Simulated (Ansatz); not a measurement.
# Cl2H2Si: the cost of one run

Method: RKS CAM-B3LYP-D4/def2-SVP, in Ansatz 0.2.0.

### 1 The structure to begin with

Bond lengths: Si1–H2 1.660 Å, Si1–H3 1.660 Å, Si1–Cl4 2.128 Å, Si1–Cl5 2.128 Å. Angles: H2–Si1–H3 35.4°, H2–Si1–Cl4 123.4°, H2–Si1–Cl5 123.4°, H3–Si1–Cl4 123.4°, H3–Si1–Cl5 123.4°, Cl4–Si1–Cl5 109.5°.

Structure file:

```xyz
5

Si    0.0000    0.0000    0.0000
H     0.9994    0.0000    1.3254
H     1.5827    0.0000    0.5009
Cl   -1.0032    1.7381   -0.7093
Cl   -1.0032   -1.7381   -0.7093
```

### 2 Pulling towards end A

Springs on the bonds that form and break draw the guess towards this end; the thresholds are loose.

input.yaml reads:

```yaml
crystal:
  periodic: [false, false, false]
  atoms:
    - { symbol: Si, position_ang: [0.0, 0.0, 0.0] }
    - { symbol: H, position_ang: [0.9994, 0.0, 1.3254] }
    - { symbol: H, position_ang: [1.5827, 0.0, 0.5009] }
    - { symbol: Cl, position_ang: [-1.0032, 1.7381, -0.7093] }
    - { symbol: Cl, position_ang: [-1.0032, -1.7381, -0.7093] }
basis:
  gaussian: { orbitals: def2-SVP }
hamiltonian:
  xc: cam_b3lyp
  dispersion: d4
relax:
  f_tol: 0.15
  max_steps: 25
  restrain:
    - { distance: [1, 2], at: 1.86, k: 30.0 }
    - { distance: [0, 1], at: 1.46, k: 30.0 }
    - { distance: [0, 2], at: 1.46, k: 30.0 }
```

Command:

```sh
$ ansatz run input.yaml --threads 1 --pin off --max-ram 2048MiB --backend cpu --events-out ev --progress --plain --runs-dir out
```

**Question.** How long does this run take on 1 thread of Arm Neoverse V1, shared host, and how much memory does it need?

About 15 s, with a peak of 0.14 GiB.
